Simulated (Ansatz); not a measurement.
[Cl···H···Br], doublet: the ladder up to UCCSDT(Q)

Geometry: a point of a hydrogen-transfer path between rigid fragments, not a stationary point.

```yaml
atoms:
  - { symbol: Cl, position_ang: [0.0000, 0.0000, -1.6530] }
  - { symbol: H, position_ang: [0.0000, 0.0000, -0.2650] }
  - { symbol: Br, position_ang: [0.0000, 0.0000, 1.9180] }
```

Basis cc-pVTZ; Ansatz 0.2.0. Only valence electrons are correlated (noble-gas cores and the filled d shells of p-block atoms frozen), which leaves 15 electrons in 72 orbitals. Prefix R: restricted or restricted open-shell reference; prefix U: unrestricted. Active spaces: pair = (3e, 3o) about the gap; valence = (15e, 9o) chosen from the atoms' valence shells. No spin–orbit coupling is included, and no scalar relativity.

Full CI isn't at hand for all of this; UCCSDT(Q) serves as the reference, and is uncertain by about the last step of the cluster series. The frozen core follows each run's orbitals, which can shift R against U totals by a few meV for light atoms and by up to 0.1 eV past Ca.

The UHF ⟨S²⟩ is 0.759, the T1 diagnostic (RCCSD) is 0.0105 and the largest doubles amplitude (RCCSD) is 0.044. The T1 diagnostic (UCCSD) is 0.0070.

```tsv
level	E − E(RHF) (eV)
UHF	-0.1339
UMP2	-9.4795
UCCSD	-10.5157
UCCSD(T)	-10.8769
```

**Question.** Estimate how far UCCSDT(Q) in cc-pVTZ lies from UCCSD(T). The table doesn't fix it; the size of (T) and the diagnostics are the guide.

**Answer.** UCCSDT(Q) in cc-pVTZ lies 42 meV below UCCSD(T), which is 12 % of the (T) step (-361 meV). The diagnostics are small and one determinant leads, so the series closes fast and only a small part of (T) is left.

The other levels:

```csv
level,E − E(UCCSDT(Q)) (meV),share of correlation (%),wall time
UCCSDT,14,99.87,–
```

The correlation energy at UCCSDT(Q), counted from RHF, is -10.919 eV. That run took 31 s on 2 threads of AMD EPYC 7R13 with a shared H100 80 GB, shared host.

Run but not shown, since their state or frozen core can't be matched to the reference's or they repeat it: RHF, RMP2, RCCSD, RCCSD(T), BCCD(T), RCCSDT, RCCSDT(Q), CASSCF (pair space), NEVPT2 (pair space), MRCISD (pair space), MRCISD+Q (pair space), CASSCF (valence space), NEVPT2 (valence space), MRCISD (valence space), MRCISD+Q (valence space).

Times hold each run's SCF and search for its determinant on a shared host, so for small cases they say little of a method's own cost; they ran on 1 thread of AMD EPYC 7R13.

Natural occupations of CASSCF (valence space) about the gap: 2.000 1.999 1.999 1.972 1.000 0.030; effectively unpaired electrons, Σ n²(2−n)², 1.01.
